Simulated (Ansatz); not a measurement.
C3H5NO can be A, `C=CC(N)=O`, or B, `CC1(O)C=N1`.

Program: Ansatz. Geometries: PBE0-D4/def2-TZVP. ΔE: electronic, gas phase. CCSD(T)/CBS is the MP2 limit (def2-TZVPP, def2-QZVPP) plus CCSD(T) − MP2 in def2-TZVPP, frozen cores. Functionals use def2-TZVPP. B3LYP here is the variant with VWN-RPA as its local correlation; programs differ in this. One conformer a species, not always the lowest.

(1) Which is lower in electronic energy at CCSD(T)/CBS, and by how much? (Best estimate.)

(2) Give E(B) − E(A) in kJ/mol with r2SCAN-D4, B3LYP-D4, HF/def2-TZVPP, B3LYP, B2PLYP, CCSD/def2-TZVPP, PBE-D4. (An estimate is asked.)

(3) Does the order hold for the free energy at 298.15 K (harmonic terms from PBE0-D4)? (An estimate is asked.)

Largest T1 diagnostic: 0.015.

Results:

(1) The calculation gave: A, by 180.9 kJ/mol.

(2) The calculation gave: r2SCAN-D4 193.1, B3LYP-D4 203.4, HF/def2-TZVPP 212.6, B3LYP 203.5, B2PLYP 195.4, CCSD/def2-TZVPP 182.1, PBE-D4 186.7. None reverses the order clearly.

(3) The calculation gave: Yes: G(B) − G(A) = +178.8 kJ/mol, for one conformer each.

In def2-TZVPP, CCSD(T) changes the Hartree–Fock value by −32.1 kJ/mol (the triples alone add −1.5 kJ/mol) and MP2 by −38.5 kJ/mol. From r2SCAN to r2SCAN0 (25 % exact exchange), in def2-TZVPP and without D4, E(B) − E(A) moves by −3.2 kJ/mol.
